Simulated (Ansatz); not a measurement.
**Al–CH$_{2}$: how the quartet less doublet moves with the basis**

Al–CH2, doublet; coordinates (Å): Al 0.000 0.000 0.705; C 0.000 0.000 -1.266; H 0.000 -0.896 -1.894; H 0.000 0.896 -1.894. Quantity: quartet less doublet, vertical.

Ansatz 0.2.0, basis 6-31G or cc-pVDZ or cc-pVTZ; geometries are PBE0/def2-TZVP minima. Wave-function levels freeze the cores; HF, MP2 and coupled cluster are restricted for singlets and unrestricted otherwise, Kohn–Sham unrestricted where that lies lower. MRCISD+Q stands on CASSCF in the full valence space. The reference is CCSDT(Q) or full CI (coupled cluster only where its series has nearly closed). Semilocal and hybrid functionals correlate all electrons outside any core potential and usually lie nearer their basis limit than the reference, so part of their error here is the reference's basis and frozen-core error; RPA and the MP2 part of double hybrids freeze the same cores as the reference. None of these values is a measured one. Energies are electronic, without zero-point terms. No spin–orbit coupling and no scalar relativity. The species are chosen: bound, without strong static correlation by their natural occupations or amplitudes, in their lowest spin state as far as vertical gaps and like structures tell, and with a ladder that closes on the reference, so errors are smaller than for species at large; levels whose determinant breaks symmetry or spin markedly are left out.

```json
{"level": "reference", "6-31G (kJ/mol)": "177.6 (full CI)", "cc-pVDZ (kJ/mol)": "194.0 (CCSDT(Q))", "cc-pVTZ (kJ/mol)": "200.3 (CCSDT(Q))"}
{"level": "CCSD(T)", "6-31G (kJ/mol)": "177.5", "cc-pVDZ (kJ/mol)": "194.2", "cc-pVTZ (kJ/mol)": "200.6"}
{"level": "CCSDT", "6-31G (kJ/mol)": "177.5", "cc-pVDZ (kJ/mol)": "194.0", "cc-pVTZ (kJ/mol)": "200.3"}
{"level": "MRCISD+Q", "6-31G (kJ/mol)": "174.0", "cc-pVDZ (kJ/mol)": "194.6", "cc-pVTZ (kJ/mol)": "200.6"}
{"level": "PBE", "6-31G (kJ/mol)": "180.3", "cc-pVDZ (kJ/mol)": "183.9", "cc-pVTZ (kJ/mol)": "187.5"}
{"level": "r2SCAN", "6-31G (kJ/mol)": "162.4", "cc-pVDZ (kJ/mol)": "166.4", "cc-pVTZ (kJ/mol)": "169.4"}
{"level": "B3LYP", "6-31G (kJ/mol)": "200.9", "cc-pVDZ (kJ/mol)": "204.2", "cc-pVTZ (kJ/mol)": "207.7"}
{"level": "wB97M-V", "6-31G (kJ/mol)": "219.1", "cc-pVDZ (kJ/mol)": "226.1", "cc-pVTZ (kJ/mol)": "228.8"}
```

From 6-31G to cc-pVTZ the reference moves by 22.7 kJ/mol and PBE by 7.2; the step from CCSD(T) to the reference is 0.1 in the first and -0.3 in the last.
